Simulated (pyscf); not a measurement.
PySCF, gas phase, ωB97X-D3(BJ)/def2-SVP geometries.

Q: What is the homolytic dissociation enthalpy (298 K, ωB97M-D3(BJ)/def2-TZVP) of the Si–Ta bond of `[NH2][Ta]([SiH3])([Cl])([Cl])[Cl]`, to [H₂N–Ta(Cl)(Cl)–Cl]• + SiH₃•?

A: Si–Ta to [H₂N–Ta(Cl)(Cl)–Cl]• + SiH₃•: 1.90 eV. The 7 functionals that were run give +1.78 (M06-2X) to +2.32 eV (ωB97X-D3(BJ)). The radicals are drawn with the spin at the cut bond; how far it spreads was not checked. Other isomers of [H₂N–Ta(Cl)(Cl)–Cl]• were not searched in full and may lie lower. Open-shell species with a d-block atom are single-reference here; other states, and whether the spin sits on metal or ligand, were not checked. Elements past Kr carry the def2 core potentials, without spin-orbit coupling.
